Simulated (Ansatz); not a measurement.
Mulliken charges of CH3N, SMILES `C=N` from r2SCAN/def2-TZVPP in Ansatz (PBE0-D4/def2-TZVP geometry).

```json
{"atom": "C1", "x (Å)": "-0.037", "y (Å)": "-0.387", "z (Å)": "0.038", "charge (e)": "0.012"}
{"atom": "N2", "x (Å)": "0.623", "y (Å)": "0.654", "z (Å)": "-0.226", "charge (e)": "-0.298"}
{"atom": "H3", "x (Å)": "-1.090", "y (Å)": "-0.401", "z (Å)": "0.343", "charge (e)": "0.057"}
{"atom": "H4", "x (Å)": "0.457", "y (Å)": "-1.357", "z (Å)": "-0.036", "charge (e)": "0.074"}
{"atom": "H5", "x (Å)": "0.047", "y (Å)": "1.490", "z (Å)": "-0.119", "charge (e)": "0.156"}
```

Question: By hand: the dipole of these point charges (1 e Å = 4.8032 D).

Answer: Σ q r = (-0.207, -0.090, 0.066) e Å, of length 0.235 e Å = 1.13 D.

Question: How does the dipole of the full density compare? (An estimate is asked.)

Answer: Computed: (-0.382, -0.082, 0.116) e Å, 1.96 D; the point charges give 0.58 times that, at 11° from its direction.

Point charges leave out the atoms' own dipoles, such as those of lone pairs, and Mulliken's split depends on the basis, so the two needn't agree.
